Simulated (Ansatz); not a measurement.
# CH4 (singlet): B97M-V, PBE0 over a scan of the distance C1–H3, 6-31G

How well do these functionals follow the top wave-function level for CH4 (singlet) over a scan of the distance C1–H3?

The runs use Ansatz 0.2.0, Gaussian basis; 6-31G, all electrons in the functionals.

To be run: B97M-V, PBE0, at 0.854 Å; 0.972 Å; 1.090 Å; 1.174 Å; 1.359 Å; 1.468 Å; 1.713 Å; 1.996 Å; 2.356 Å; 2.984 Å; 3.711 Å.

18 further runs of the same task are left out: 13 that didn't finish, 5 set aside as unsound or not needed.

**1. What is computed**

The geometry derives from a PBE0/def2-TZVP stationary point (not a proven minimum). One bond is set to the value named and the two fragments are kept rigid.

5 atoms, charge 0, spin multiplicity 1.

Atoms are counted from 1 here; the program's logs count them from 0.

Bond lengths: C1–H2 1.090 Å, C1–H3 1.090 Å, C1–H4 1.090 Å, C1–H5 1.090 Å. Angles: H2–C1–H3 109.5°, H2–C1–H4 109.5°, H2–C1–H5 109.5°, H3–C1–H4 109.5°, H3–C1–H5 109.5°, H4–C1–H5 109.5°.

No dispersion term is added; B97M-V holds VV10 nonlocal correlation.

The geometry shown and the zero of energy belong to the point 1.090 Å. The yardstick, FCI, and other wave-function levels (R restricted, U unrestricted, valence and pair active spaces) come from earlier runs.

**2. B97M-V, 0.854 Å**

The input, in.yaml:

```yaml
crystal:
  periodic: [false, false, false]
  atoms:
    - {symbol: C, position_ang: [-0.008581, -0.008515, 0.008545]}
    - {symbol: H, position_ang: [0.619456, 0.621496, 0.637767]}
    - {symbol: H, position_ang: [-0.503590, -0.499724, 0.501492]}
    - {symbol: H, position_ang: [-0.635175, 0.619650, -0.623952]}
    - {symbol: H, position_ang: [0.621558, -0.639959, -0.617130]}
basis:
  gaussian: {orbitals: 6-31G}
hamiltonian: {xc: {name: B97M-V}}
```

Launch:

```bash
$ ansatz run in.yaml --threads 1 --pin off --events-out ev --progress --plain --max-ram 2393MiB
```

Further steps of the session: B97M-V, 0.972 Å; B97M-V, 1.090 Å; B97M-V, 1.174 Å; B97M-V, 1.359 Å; B97M-V, 1.468 Å; B97M-V, 1.713 Å; B97M-V, 1.996 Å; B97M-V, 2.356 Å; B97M-V, 2.984 Å; B97M-V, 3.711 Å; PBE0, 0.854 Å; PBE0, 0.972 Å; PBE0, 1.090 Å; PBE0, 1.174 Å; PBE0, 1.359 Å; PBE0, 1.468 Å; PBE0, 1.713 Å; PBE0, 1.996 Å; PBE0, 2.356 Å; PBE0, 2.984 Å; PBE0, 3.711 Å.

**Question.** What will the summary of the whole plan be? Wanted: span of the FCI curve; largest miss, B97M-V; largest miss, PBE0.

The runs gave:

| quantity | value |
| --- | --- |
| span of the FCI curve | 449.8 kJ/mol |
| largest miss, B97M-V | +64.9 kJ/mol (2.356 Å) |
| largest miss, PBE0 | +64.2 kJ/mol (2.356 Å) |

In words: Of the functionals, PBE0 keep the smallest largest miss at the points compared (at most 64.2 kJ/mol) and B97M-V strays most (64.9 kJ/mol, at 2.356 Å). B97M-V, PBE0 clearly break the spin symmetry at some points (⟨S²⟩ up to 1.00 above the pure value), so energy there is bought with a mixed spin. Functionals and the yardstick converge differently with the basis, so part of each miss in 6-31G is the basis.
